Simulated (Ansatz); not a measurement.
Predict the output of the script below (Ansatz's Python interface).

`ch2bn_cas.py`
```python
"""Static correlation in CH2BN: natural occupations of an active space."""

import logging
import sys
import warnings

import ansatz

logging.basicConfig(stream=sys.stdout, format="%(levelname)s:%(name)s:%(message)s")
logger = logging.getLogger("ch2bn")
logger.setLevel(logging.INFO)

warnings.simplefilter("ignore", ansatz.DeckWarning)

system = (
    ansatz.Crystal.molecule()
    .atom("B", [-0.188, 0.4031, -0.3264])
    .atom("C", [0.3549, -0.6971, 0.4935])
    .atom("N", [0.7747, -1.5545, 1.1088])
    .atom("H", [-0.7384, 0.2199, -1.3449])
    .atom("H", [-0.1534, 1.555, 0.0276])
)

job = system.calculation()
job = job.basis(gaussian="cc-pVDZ")
job = job.correlation(active_electrons=6, active_orbitals=6)
for method in ["sc_nevpt2"]:
    rep = (job if method is None else job.correlation(method)).run(threads=1, backend="cpu").report
    space = rep["configurations"]
    state = space["states"][0]
    print(method or "casscf", f"total {rep['free_energy_ev'] / 27.211386246:.6f} Ha, active-space state {state['energy']['hartree']:.6f} Ha, mean field {rep['reference_energy_ev'] / 27.211386246:.6f} Ha")
    print("  determinants", state["n_determinants"], " natural occupations", [round(n, 3) for n in space["natural_occupations"]])
print("effectively unpaired electrons, sum of min(n, 2 - n):", round(sum(min(n, 2 - n) for n in space["natural_occupations"]), 3))
```

Output of `python ch2bn_cas.py`:
```text
RunWarning: the results are in doubt because another end's mean lies 0.620 eV lower, and its corrected mean 0.244 eV higher
sc_nevpt2 total -118.490410 Ha, active-space state -118.241230 Ha, mean field -118.148409 Ha
  determinants 400  natural occupations [1.983, 1.94, 1.935, 0.065, 0.061, 0.017]
effectively unpaired electrons, sum of min(n, 2 - n): 0.285
```
(Warnings from the package without file and line.)

Notes:
- Total energies depend on the basis set; only differences at equal settings carry meaning.
- The geometry is a force-field or estimated start, not a minimum of this method, and the basis set is short of its limit. The active space starts as a window about the frontier orbitals and is then optimised, not chosen by chemistry.
- A lower CASSCF solution was found and passed over, so the printed active-space state isn't the lowest.
- The script silences the warnings on its input, which a real study should read.
- The whole script took 1.6 s on 1 thread of Intel(R) Xeon(R) Platinum 8488C (Sapphire Rapids), with other jobs on the host, peak memory 0.16 GiB.

(Lines on the test bed's own set-up are left out of the output.)
